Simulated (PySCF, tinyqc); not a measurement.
Ways to converge the cycle: SCF convergence aids in the sto-3g basis, for H2O, spin multiplicity 1. Computed by the program tinyqc with PySCF. 

Geometry (angstrom):
```
atom,x,y,z
O,0.0000,0.0000,0.0000
H,0.0000,0.9630,0.8540
H,0.0000,-0.9630,0.8540
```

lowest restricted solution found by these runs and by PySCF = -74.847192 hartree

RHF with one setting changed at a time; a run stops when the energy changes by less than 1e-09 hartree and the error matrix is below 1e-5. The start is the Wolfsberg-Helmholz matrix. Damping d keeps d of the old density; a shift (hartree) raises the virtual levels; DIIS n extrapolates F over n matrices.

Largest element of the error matrix X^T (FDS - SDF) X:
```
iteration,plain,damping 0.3,damping 0.6,shift 0.4,DIIS 3,DIIS 8
1,5.0e-01,5.0e-01,5.0e-01,5.0e-01,5.0e-01,5.0e-01
2,1.8e-01,1.2e-01,2.6e-01,1.7e-01,1.8e-01,1.8e-01
3,7.0e-02,6.0e-02,1.3e-01,9.2e-02,3.3e-02,3.3e-02
4,2.9e-02,3.0e-02,8.7e-02,4.4e-02,4.8e-03,4.8e-03
5,1.0e-02,1.5e-02,6.3e-02,2.1e-02,1.5e-03,1.5e-03
6,4.6e-03,7.6e-03,4.5e-02,1.1e-02,8.1e-04,5.5e-05
8,8.0e-04,2.1e-03,2.3e-02,3.7e-03,1.2e-05,1.2e-08
10,1.6e-04,6.5e-04,1.2e-02,1.9e-03,-,-
14,9.2e-06,1.3e-04,3.2e-03,4.7e-04,-,-
20,-,1.4e-05,5.2e-04,5.8e-05,-,-
30,-,-,5.5e-05,-,-,-
```

How each run ends:
```
run,iterations,E (hartree),state
plain,14,-74.84719,lowest found
damping 0.3,22,-74.84719,lowest found
damping 0.6,41,-74.84719,lowest found
shift 0.4,26,-74.84719,lowest found
DIIS 3,9,-74.84719,lowest found
DIIS 8,8,-74.84719,lowest found
```

6 of 6 runs reach the lowest restricted solution found, in 8 to 41 iterations (fastest: DIIS 8). Plain steps already contract here, so damping only slows them. DIIS 3 and DIIS 8 gain by cancelling the error over several earlier matrices, much as a quasi-Newton step does. The restricted reference is unstable here: a spin-polarised solution lies 0.0008 hartree lower (PySCF), so results built on it describe a poor reference.
